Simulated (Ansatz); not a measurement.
`C[O][MgH]` + NH₃ → `[NH2][MgH]` + CH₃OH  (ligand exchange at a Mg–O bond)

Gas-phase electronic energies from Ansatz, PBE0-D4/def2-TZVP geometries. CBS: MP2 limit from def2 TZ/QZ plus the TZ coupled-cluster correction, frozen cores. This one scheme is used for every species. Functionals use def2-TZVPP. For Mg outer-core shells are correlated without core-valence functions, which leaves a few kJ/mol of doubt a bond.

| level | ΔE (kJ/mol) |
| --- | --- |
| r2SCAN-D4 | 66.7 |
| CAM-B3LYP-D4 | 67.6 |

Problem. What does CCSD(T)/CBS give? (Estimate.)

Solution. Ansatz gave: +66.7 kJ/mol. The listed levels differ from it by 0.0, 0.9 kJ/mol.

Largest T1 diagnostic among the species: 0.011.

At CCSD(T), def2-SVP lies +12.6 kJ/mol from the extrapolated value and def2-TZVPP −3.6 kJ/mol. Leaving LDA and LC-ωPBE aside and taking each functional with its dispersion term where it has one, the values, not all of them listed here, spread over 5.9 kJ/mol, from PBE-D4 to BHLYP-D4. In def2-TZVPP, CCSD(T) changes the Hartree–Fock value by −5.0 kJ/mol (the triples alone add −0.7 kJ/mol) and MP2 by −3.3 kJ/mol.
